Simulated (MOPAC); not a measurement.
A run for MOPAC: AM1 on H6N2 (a complex).

```
AM1 1SCF PRECISE CHARGE=0 THREADS=1
H6N2

N     -1.57871800 1    -0.04661100 1     0.00000000 1
H     -2.15862100 1     0.13639600 1    -0.80956500 1
H     -2.15862100 1     0.13639600 1     0.80956500 1
H     -0.84947100 1     0.65819300 1     0.00000000 1
N      1.57871800 1     0.04661100 1     0.00000000 1
H      2.15862100 1    -0.13639600 1    -0.80956500 1
H      0.84947100 1    -0.65819300 1     0.00000000 1
H      2.15862100 1    -0.13639600 1     0.80956500 1
```

Output:

```
*******************************************************************************
 **                                                                           **
 **                              MOPAC v23.2.5                                **
 **                                                                           **
 *******************************************************************************
 ** MOPAC's Digital Object Identifier: https://doi.org/10.5281/zenodo.6511958 **
 **                                                                           **
 ** Please cite the open-source release paper for use of this MOPAC version:  **
 ** J. E. Moussa and J. J. P. Stewart (2026)                                  **
 ** MOPAC: An open-source semiempirical molecular orbital program             **
 ** J. Open Source Softw., 11(119), 8025, https://doi.org/10.21105/joss.08025 **
 *******************************************************************************

                              AM1 CALCULATION RESULTS

 *******************************************************************************
 *  AM1        - The AM1 Hamiltonian to be used
 *
 *
 *
 *                 CHARGE ON SYSTEM = 0
 *
 *
 *
 *  PRECISE    - TIGHTER CRITERIA TO BE USED
 *  1SCF       - DO 1 SCF AND THEN STOP
 *  THREADS=1  - MULTI-THREADING NOT USED
 *  T=         - A TIME OF 172800.0 SECONDS REQUESTED
 *  DUMP=N     - RESTART FILE WRITTEN EVERY 7200.0 SECONDS REQUESTED
 *******************************************************************************
AM1 1SCF PRECISE CHARGE=0 THREADS=1
 H6N2

   ATOM   CHEMICAL          X               Y               Z
  NUMBER   SYMBOL      (ANGSTROMS)     (ANGSTROMS)     (ANGSTROMS)

     1       N         -1.57871800  *  -0.04661100  *   0.00000000  *
     2       H         -2.15862100  *   0.13639600  *  -0.80956500  *
     3       H         -2.15862100  *   0.13639600  *   0.80956500  *
     4       H         -0.84947100  *   0.65819300  *   0.00000000  *
     5       N          1.57871800  *   0.04661100  *   0.00000000  *
     6       H          2.15862100  *  -0.13639600  *  -0.80956500  *
     7       H          0.84947100  *  -0.65819300  *   0.00000000  *
     8       H          2.15862100  *  -0.13639600  *   0.80956500  *



          CARTESIAN COORDINATES

    NO.       ATOM           X           Y           Z

     1         N         -1.5787     -0.0466      0.0000
     2         H         -2.1586      0.1364     -0.8096
     3         H         -2.1586      0.1364      0.8096
     4         H         -0.8495      0.6582      0.0000
     5         N          1.5787      0.0466      0.0000
     6         H          2.1586     -0.1364     -0.8096
     7         H          0.8495     -0.6582      0.0000
     8         H          2.1586     -0.1364      0.8096

  H: (AM1): M.J.S. DEWAR ET AL, J. AM. CHEM. SOC. 107 3902-3909 (1985)
  N: (AM1): M.J.S. DEWAR ET AL, J. AM. CHEM. SOC. 107 3902-3909 (1985)

           Empirical Formula: H6 N2  =     8 atoms



      MOLECULAR POINT GROUP   :   C2h


      RHF CALCULATION, NO. OF DOUBLY OCCUPIED LEVELS = 8


 -------------------------------------------------------------------------------
 AM1 1SCF PRECISE CHARGE=0 THREADS=1
 H6N2



     1SCF WAS SPECIFIED, SO BFGS WAS NOT USED
     SCF FIELD WAS ACHIEVED


                              AM1 CALCULATION
                                                       MOPAC v23.2.5 Linux




          FINAL HEAT OF FORMATION =        -14.44988 KCAL/MOL =     -60.45830 KJ/MOL


          COSMO AREA              =         84.43 SQUARE ANGSTROMS
          COSMO VOLUME            =         60.31 CUBIC ANGSTROMS

          IONIZATION POTENTIAL    =         10.399659 EV
          HOMO LUMO ENERGIES (EV) =        -10.400  4.223
          NO. OF FILLED LEVELS    =          8
          MOLECULAR WEIGHT        =         34.0608         POINT GROUP:  C2h

          MOLECULAR DIMENSIONS (Angstroms)

            Atom       Atom       Distance
            H     6    H     3     4.61894
            H     8    H     2     3.03278
            H     4    H     7     1.20663


          SCF CALCULATIONS        =          1





   ATOM   CHEMICAL          X               Y               Z
  NUMBER   SYMBOL      (ANGSTROMS)     (ANGSTROMS)     (ANGSTROMS)

     1       N         -1.57871800  *  -0.04661100  *   0.00000000  *
     2       H         -2.15862100  *   0.13639600  *  -0.80956500  *
     3       H         -2.15862100  *   0.13639600  *   0.80956500  *
     4       H         -0.84947100  *   0.65819300  *   0.00000000  *
     5       N          1.57871800  *   0.04661100  *   0.00000000  *
     6       H          2.15862100  *  -0.13639600  *  -0.80956500  *
     7       H          0.84947100  *  -0.65819300  *   0.00000000  *
     8       H          2.15862100  *  -0.13639600  *   0.80956500  *

                             CARTESIAN COORDINATES

   1    N       -1.578718000    -0.046611000     0.000000000
   2    H       -2.158621000     0.136396000    -0.809565000
   3    H       -2.158621000     0.136396000     0.809565000
   4    H       -0.849471000     0.658193000     0.000000000
   5    N        1.578718000     0.046611000     0.000000000
   6    H        2.158621000    -0.136396000    -0.809565000
   7    H        0.849471000    -0.658193000     0.000000000
   8    H        2.158621000    -0.136396000     0.809565000


           Empirical Formula: H6 N2  =     8 atoms



      MOLECULAR POINT GROUP   :   C2h


                  EIGENVALUES
 -32.71280 -32.04590 -15.98314 -15.57989 -15.54366 -15.01112 -10.61202 -10.39966
   4.22286   4.60539   6.02401   6.02868   6.05806   6.23533


              NET ATOMIC CHARGES AND DIPOLE CONTRIBUTIONS

  ATOM NO.   TYPE          CHARGE      No. of ELECS.   s-Pop       p-Pop
    1          N          -0.375426        5.3754     1.61583     3.75960
    2          H           0.117650        0.8824     0.88235
    3          H           0.117650        0.8824     0.88235
    4          H           0.140127        0.8599     0.85987
    5          N          -0.375426        5.3754     1.61583     3.75960
    6          H           0.117650        0.8824     0.88235
    7          H           0.140127        0.8599     0.85987
    8          H           0.117650        0.8824     0.88235
 DIPOLE           X         Y         Z       TOTAL
 POINT-CHG.     0.000     0.000     0.000     0.000
 HYBRID        -0.000    -0.000    -0.000     0.000
 SUM            0.000     0.000     0.000     0.000


          ATOMIC ORBITAL ELECTRON POPULATIONS

     Atom    s        px        py        pz
    1  N   1.61583   1.14660   1.54613   1.06687
    2  H   0.88235
    3  H   0.88235
    4  H   0.85987
    5  N   1.61583   1.14660   1.54613   1.06687
    6  H   0.88235
    7  H   0.85987
    8  H   0.88235

 **********************
 *                    *
 * JOB ENDED NORMALLY *
 *                    *
 **********************




 == MOPAC DONE ==
```

The run finished.

Cost: about 0.020 core-seconds (a rough figure).
